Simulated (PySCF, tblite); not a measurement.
**C4H6NS radical: geometry, infrared bands and EPR parameters**

What infrared bands and EPR parameters should C4H6NS radical (`C[C@]1(C=[N])CS1`) show?

Computed with tblite 0.8.0 and PySCF 2.14.0, with density-fitted response routines of our own, on a single molecule in the gas phase. Atoms are numbered from 0 throughout.

## Step 1: The starting structure

12 atoms, charge 0, multiplicity 2; geometry from: force field or distance geometry start.

Bonds of the start (Å): C0–C1 1.50, C1–C2 1.51, C2–N3 1.28, C1–C4 1.51, C4–S5 1.80, S5–C1 1.80, C0–H6 1.11, C0–H7 1.11, C0–H8 1.12, C2–H9 1.09, C4–H10 1.12, C4–H11 1.11.

## Step 2: Relaxing the molecule with GFN2-xTB

Job settings and geometry (Å):

```
{"job": {"kind": "relax", "xc": "GFN2-xTB", "basis": "xTB"}, "charge": 0, "multiplicity": 2}
C     -0.333800     1.275600     0.375800
C      0.097300    -0.155900     0.221700
C      1.549300    -0.426100    -0.092400
N      2.038500    -0.148800    -1.247500
C     -0.962700    -1.000400    -0.449100
S     -0.623900    -1.437400     1.265100
H     -0.951100     1.474200     1.270900
H      0.535800     1.955300     0.298300
H     -0.985400     1.494100    -0.508300
H      2.174600    -0.862500     0.692400
H     -1.982700    -0.552200    -0.575400
H     -0.554700    -1.616500    -1.277500
```

Started as:

```
$ OMP_NUM_THREADS=1 python probes_run.py task.json out
```

The driver reads the jobs from task.json and runs them one after another.

**Question.** This job is followed by: GFN2-xTB harmonic vibrations, gas phase; UKS B3LYP, pcH-1 on C H N S, non-relativistic, mean-field spin-orbit, GIAO. What will the session give for the following? strongest single infrared mode (GFN2-xTB); zero-point energy (GFN2-xTB); g(iso) (B3LYP); ⟨S²⟩; largest a(iso) (averaged by class); potential on the surface of density 0.002 e/bohr³, 1st and 99th percentile.

The runs gave:

| quantity | value |
| --- | --- |
| strongest single infrared mode (GFN2-xTB) | 2805 cm⁻¹, 24 km/mol |
| zero-point energy (GFN2-xTB) | 55.6 kcal/mol |
| g(iso) (B3LYP) | 2.00279 |
| ⟨S²⟩ | 0.759 (exact 0.75) |
| largest a(iso) (averaged by class) | 1H on H9, 226.7 MHz |
| potential on the surface of density 0.002 e/bohr³, 1st and 99th percentile | -1.56 V and 1.36 V |

What this shows: The optimisation took 87 steps and gained 0.600 eV; among the close pairs (by a distance rule), C2–N3 changed most, from 1.285 to 1.219 Å. All 30 modes are real, so the xTB geometry is a minimum. The strongest single mode, at 2805 cm⁻¹, moves mainly H9. GFN2-xTB is a fitted tight-binding method: band positions and strengths are rough. Its intensities can rank the bands wrongly. Most of the unpaired spin sits on N3 (0.93 e). The isotropic g lies 0.5 ppt above the free-electron value. The conformer search found further structures of the same energy, which may be mirror or relabelled copies of this one.
